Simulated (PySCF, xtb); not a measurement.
**Isomers of CH2BN+ in order of energy**

4 gas-phase structures of CH2BN+, found in a search over its isomers (lower ones may exist). Each was relaxed with GFN2-xTB:

A. the doublet with the links of `[BH]C#[NH+]`
B. a doublet given by its coordinates
C. a doublet given by its coordinates
D. the doublet with the links of `[B]=[N+]=C`

B (Å):

```xyz
5

C    -0.4460   -0.6501    1.4622
B    -0.3921   -0.8214   -1.0329
N    -0.4190   -0.7333    0.2799
H    -0.4677   -0.5784    2.5248
H    -0.3657   -0.8932   -2.1773
```

Close contacts (Å): C1–N3 1.19, B2–N3 1.32, C1–H4 1.07, B2–H5 1.15.

C (Å):

```xyz
5

C     0.3205    2.3712   -1.5273
B    -0.2915    0.9301   -1.3861
N     0.9416    1.3650   -1.8984
H    -1.0908    0.1464   -1.1001
H     0.3280    3.4458   -1.4314
```

Close contacts (Å): C1–B2 1.57, C1–N3 1.24, B2–N3 1.40, C1–H5 1.08, B2–H4 1.16.

Question: Which do you expect lowest at r2SCAN-D4/def2-SVP, and how would the others follow?

Answer: Calculated order at r2SCAN-D4/def2-SVP: B (0.0), C (6.5), D (6.9), A (10.4) kcal/mol. Less than 1 kcal/mol parts C and D, so the order within that pair means little.

Energies above the lowest of each column, in kcal/mol; the last columns are at PBE0-D3(BJ)/def2-SVP geometries (a dash: not run or not comparable):

```json
{"structure": "B", "GFN2-xTB": "0.0", "HF/STO-3G": "0.0", "r2SCAN-D4/def2-SVP": "0.0", "PBE0-D3(BJ)/def2-SVP": "0.0", "CCSD(T)/def2-SVP + ΔMP2/def2-TZVPP": "0.0"}
{"structure": "C", "GFN2-xTB": "17.4", "HF/STO-3G": "9.9", "r2SCAN-D4/def2-SVP": "6.5", "PBE0-D3(BJ)/def2-SVP": "8.2", "CCSD(T)/def2-SVP + ΔMP2/def2-TZVPP": "5.7"}
{"structure": "D", "GFN2-xTB": "18.9", "HF/STO-3G": "0.5", "r2SCAN-D4/def2-SVP": "6.9", "PBE0-D3(BJ)/def2-SVP": "10.9", "CCSD(T)/def2-SVP + ΔMP2/def2-TZVPP": "11.0"}
{"structure": "A", "GFN2-xTB": "11.0", "HF/STO-3G": "16.0", "r2SCAN-D4/def2-SVP": "10.4", "PBE0-D3(BJ)/def2-SVP": "not converged", "CCSD(T)/def2-SVP + ΔMP2/def2-TZVPP": "–"}
```

Every level run on B puts it lowest or level with the lowest. Frequencies (PBE0-D3(BJ)/def2-SVP) were run for B, C, D alone. Open shells are spin-unrestricted, some with notable spin contamination. ΔMP2 is the change of the MP2 energy from the smaller to the larger basis.

Over these structures GFN2-xTB departs from r2SCAN-D4/def2-SVP by 5.6 kcal/mol on average once a common shift is removed. A GFN2-xTB relaxation took about 0.038 s and the r2SCAN-D4/def2-SVP energy about 30 s on a shared host (PySCF 2.14.0, xtb 6.7.1).
